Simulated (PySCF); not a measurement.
C4H4N: g tensor and hyperfine couplings

C₄H₄N (doublet state).
Atom-mapped SMILES: `[H]/[N:5]=[CH:4]\[C:3]#[C:2][CH2:1]` (hydrogens: H6, H7 on C1; H8 on C4; H9 on N5)

Geometry (GFN2-xTB, Å), atoms numbered from 1 in this order:
```
atom  x, y, z in Å
C1     2.2193   -0.2938   -0.1068
C2     0.8849   -0.2609   -0.0435
C3    -0.3484   -0.2774    0.0136
C4    -1.7351   -0.1598    0.0706
N5    -2.4073    0.9252    0.1194
H6     2.7491   -1.2285   -0.1723
H7     2.7949    0.6158   -0.0941
H8    -2.3085   -1.0847    0.0699
H9    -1.8354    1.7700    0.1181
```

The hyperfine couplings belong to this conformer and change with its torsions.

Level of theory: UKS B3LYP, pcH-1 on C H N, non-relativistic, mean-field spin-orbit, GIAO (PySCF). Isolated species at its GFN2-xTB geometry, gas phase. Couplings are sensitive to structure, and on GFN2-xTB geometries they can be far from those on DFT ones. No stability test was run, so a lower SCF solution isn't excluded. ⟨S²⟩ is 0.786 where a pure state has 0.75.

```json
{
 "g1, g2, g3": "2.00215, 2.00335, 2.00414",
 "g_iso": "2.00321",
 "Form of g": "rhombic: the two nearest values differ by 39 % of g3 − g1",
 "⟨S²⟩": "0.7857 (exact 0.7500)",
 "α and β electrons": "18, 17",
 "HOMO–LUMO gap, α and β orbitals": "5.34, 3.92 eV",
 "Total energy": "-209.47412 Eh"
}
```

Isotropic coupling and dipolar principal values T1 to T3, in MHz; ρ(0) is the spin density at the nucleus:

| atom | isotope | a_iso | T1 | T2 | T3 | Mulliken spin population | ρ(0) (bohr⁻³) |
| --- | --- | --- | --- | --- | --- | --- | --- |
| C1 | 13C | 54.3 | -51.2 | -50.1 | 101.3 | 0.67 | 0.0483 |
| C2 | 13C | -59.3 | -23.6 | 0.2 | 23.4 | -0.26 | -0.0527 |
| C3 | 13C | 46.0 | -43.0 | -30.6 | 73.5 | 0.50 | 0.0409 |
| C4 | 13C | -32.8 | -21.0 | 8.0 | 13.1 | -0.16 | -0.0292 |
| N5 | 14N | 10.8 | -14.3 | -14.1 | 28.4 | 0.32 | 0.0334 |
| H6 | 1H | -46.0 | -23.5 | -0.9 | 24.4 | -0.03 | -0.0103 |
| H7 | 1H | -45.8 | -23.5 | -0.9 | 24.3 | -0.03 | -0.0103 |
| H8 | 1H | 8.5 | -3.8 | -1.3 | 5.0 | 0.01 | 0.0019 |
| H9 | 1H | -20.8 | -13.8 | -4.5 | 18.3 | -0.01 | -0.0047 |

Largest spin populations (Mulliken): C1 (+0.67), C3 (+0.50), N5 (+0.32) and C2 (-0.26). Three atoms exceed +0.15. The positive populations add up to 1.49 and the negative ones to -0.49, together 2S = 1. The angles at C1 add up to 360.0°, so it is planar; its axial dipolar tensor and the negative couplings of its protons fit spin in a p orbital normal to that plane.

Axes: g1 is normal to the molecular plane and g2 points within 1° of the C2–C3 bond.

Under fast tumbling the dipolar parts average out, and these isotropic splittings remain: 1 × 1H (H6, I = 1/2, 2 lines) with 1.64 mT, 1 × 1H (H7, I = 1/2, 2 lines) with 1.63 mT, 1 × 1H (H9, I = 1/2, 2 lines) with 0.74 mT, 1 × 14N (N5, I = 1, 3 lines) with 0.38 mT and 1 × 1H (H8, I = 1/2, 2 lines) with 0.30 mT.

H6 and H7 aren't averaged: C1 is flat or nearly so (angle sum 360°), and its turn about the short C1–C2 bond (1.34 Å) is taken as slow.

The 13C coupling of C2 (-59.3 MHz) shows only in satellite lines or after enrichment, since that isotope makes up about 1.07 % of natural carbon.

Examples of negative spin density at the nucleus (bohr⁻³): C2 (-0.0527), C4 (-0.0292) and H6 (-0.0103).
